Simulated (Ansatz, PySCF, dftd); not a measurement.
Species: C2H4, charge 0, singlet. C2H4 (ethene, SMILES C=C).
B3LYP-D3(BJ)/def2-TZVP minimum from Ansatz (an electronic-structure program):
```xyz
6

C     -0.0012    -0.0058     0.6623
C      0.0012     0.0058    -0.6623
H      0.0167     0.9104     1.2401
H     -0.0212    -0.9321     1.2238
H      0.0212     0.9321    -1.2238
H     -0.0167    -0.9104    -1.2401
```
Charge 0, spin multiplicity 1.

Property: enthalpy of formation at 298 K (by atomisation, with ideal-gas terms from PySCF's Hessian at B3LYP-D3(BJ)/def2-TZVP and the atoms' measured values of the G2/97 table; no spin-orbit terms), in kJ/mol. Radicals and triplets start from unrestricted determinants; spin-orbit coupling is neglected. Cores are frozen in correlated methods. Rows without X2C or -DK are non-relativistic. CBS(X,Y): correlation extrapolated as X^-3, Hartree-Fock from the larger set (Q,5: extrapolated as (X+1)exp(-9√X)). A bracket is a step between two methods taken in the basis named. The functionals are non-relativistic, so their misses hold any scalar relativity. Double hybrids freeze cores in their MP2 part. '+ core + X2C': CCSD(T) terms for core correlation (cc-pwCVTZ) and scalar relativity (cc-pVTZ-DK). For partners of very few electrons the exact lower level stands in for a higher one.

Measured: 12.6 kcal/mol, 52.6 kJ/mol (Active Thermochemical Tables 1.112 (ions: stationary electron), as tabulated in the package chemicals); atomic spin-orbit terms, which the calculations lack, would raise the computed values.

| level | program | enthalpy of formation at 298 K (kJ/mol) | error against that value |
|---|---|---|---|
| PBE-D4/def2-TZVPD | Ansatz + dftd4 | 17.7 | -34.9 |
| PBE/def2-TZVPD | Ansatz | 22.7 | -29.9 |
| B3LYP-D4/def2-TZVPD | Ansatz + dftd4 | 50.3 | -2.3 |
| B3LYP/def2-TZVPD | Ansatz | 58.3 | 5.7 |
| PBE0-D3(BJ)/def2-TZVPD | Ansatz + dftd3 | 50.4 | -2.2 |
| CAM-B3LYP-D4/def2-TZVPD | Ansatz + dftd4 | 48.4 | -4.2 |
| B2GP-PLYP-D4/def2-TZVPD | Ansatz + dftd4 | 85.3 | 32.7 |
| MP2/cc-pVTZ | Ansatz | 93.4 | 40.8 |
| MP2/CBS(cc-pVTZ,cc-pVQZ) | Ansatz | 42.7 | -9.9 |
| CCSD/CBS(cc-pVTZ,cc-pVQZ) | Ansatz | 91.2 | 38.6 |
| CCSD(T)/cc-pVQZ | Ansatz | 78.3 | 25.7 |
| CCSDT(Q)/cc-pVDZ | Ansatz | 214.3 | 161.7 |
| CCSDT(Q)/cc-pVTZ | Ansatz | 106.5 | 53.9 |
| CCSD(T)/CBS(cc-pVQZ,cc-pV5Z) + [CCSDTQ - CCSD(T)]/cc-pVDZ + core + X2C | Ansatz | 52.3 | -0.3 |
| CCSD(T)/CBS(cc-pVQZ,cc-pV5Z) + [CCSDT(Q) - CCSD(T)]/cc-pVTZ + [CCSDTQ - CCSDT(Q)]/cc-pVDZ + core + X2C | Ansatz | 53.5 | 0.9 |
